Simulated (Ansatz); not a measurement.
Reaction (formal loss of a carbene): `C=C=NC` → `[CH2]` (triplet) + `C=C=N`

Program: Ansatz. Geometries: PBE0-D4/def2-TZVP. ΔE: electronic, gas phase. CBS: MP2 limit from def2 TZ/QZ plus the TZ coupled-cluster correction, frozen cores. This one scheme is used for every species. DFT in def2-TZVPP. Triplets are unrestricted, without spin–orbit coupling. Each species was taken in one conformer, which may not be the lowest.

CCSD(T)/CBS gives +413.3 kJ/mol.

(1) Another level gave +387.0 kJ/mol. Which?
A. revPBE/def2-TZVPP
B. HF/def2-TZVPP
C. PBE0-D4/def2-TZVPP
D. r2SCAN0-D4/def2-TZVPP

Largest T1 diagnostic among the species: 0.015.

Results:

(1) D. r2SCAN0-D4 387.0, revPBE 392.6, PBE0-D4 412.4, HF/def2-TZVPP 271.8 kJ/mol.

From PBE to PBE0 (25 % exact exchange), in def2-TZVPP and without D4, ΔE moves by −9.0 kJ/mol. The D4 term adds +7.8 kJ/mol with B3LYP and +4.2 kJ/mol with PBE0; it sums over pairs of atoms, weighted by their polarisabilities, and B3LYP, whose exchange is more repulsive, gets the larger term.

B3LYP here is the variant with VWN-RPA as its local correlation; programs differ in this.
